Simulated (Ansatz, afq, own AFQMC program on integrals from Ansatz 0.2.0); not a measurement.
## Where AFQMC and coupled cluster stand for SbH, triplet

```json
{"atom": "Sb", "x (Å)": "0.0000", "y (Å)": "0.0000", "z (Å)": "0.0000"}
{"atom": "H", "x (Å)": "0.0000", "y (Å)": "0.0000", "z (Å)": "1.7130"}
```

Basis def2-SVP with its core potentials. Noble-gas cores (and the filled d shells of Ga–Kr and In–Xe) are frozen. Ansatz 0.2.0 and our own AFQMC program on the same integrals; the CISD trial comes from CCSD amplitudes, and released means the phaseless constraint is let go. Free projection: walkers drawn from exp(T), propagated without any constraint. Its projection time is finite, and what remains of the start isn't in its error. Error bars are statistical, one sigma. No spin–orbit coupling.

Determinant: UHF, the one that the program's search chose, which needn't be the lowest solution. The geometry is a PBE0/def2-TZVP stationary point of this or a neighbouring charge and spin state.

Full CI on the same integrals is exact in this basis and with this determinant's frozen core.

Cautions: no spin-orbit coupling; inner d shell frozen.

The T1 diagnostic is 0.0132, the weight of the determinant in the CISD state is 0.937 and the ⟨S²⟩ of the determinant is 2.018. The size of the correlated space is 6 electrons in 22 orbitals.

| level | correlation energy (eV) |
| --- | --- |
| MP2 | -1.7474 |
| CCSD | -2.2547 |
| CCSD(T) | -2.2951 |

Q: Estimate where phaseless AFQMC with the Hartree–Fock trial lies against CCSD(T) on the same integrals.

A: 0.12 ± 0.26 kcal/mol above CCSD(T). The gap is under twice the noise, so this walk alone can't tell the two apart.

Reference: full CI, correlation energy -2.307 eV. The released energy is read at 2.40 1/Eh (meV from the phaseless value at times in 1/Eh: -0.6 ± 0.9 at 0.24, -1.1 ± 0.8 at 0.51, -0.9 ± 0.6 at 0.99, -0.7 ± 0.6 at 1.62, -1.4 ± 0.4 at 2.40).

```tsv
level	E − E(reference) (kcal/mol)	share of correlation (%)
CCSD(T)	0.28	99.47
CCSDT	0.04	99.93
CCSDT(Q)	0.01	99.98
CCSDTQ	0.00	100.00
ph-AFQMC/HF	0.41 ± 0.26	99.23
ph-AFQMC/CISD	0.02 ± 0.02	99.95
released AFQMC	-0.01 ± 0.009	100.02
free AFQMC	-0.02 ± 0.008	100.03
```

CCSDT and higher add their correlation energy to the determinant of the CCSD(T) run, since their own runs factorise the integrals more tightly (a shift of under 2 meV). Free projections are given only where their last times agree within the noise and don't stop above the reference; a slow remainder of the start can still hide under it. A walk keeps the symmetry of its determinant, which the program's search chose and which needn't be the lowest solution, so a lower state of the same spin and another symmetry isn't excluded. Released energies are given only where the last usable release times agree within the noise; a slower fall can still hide under it.
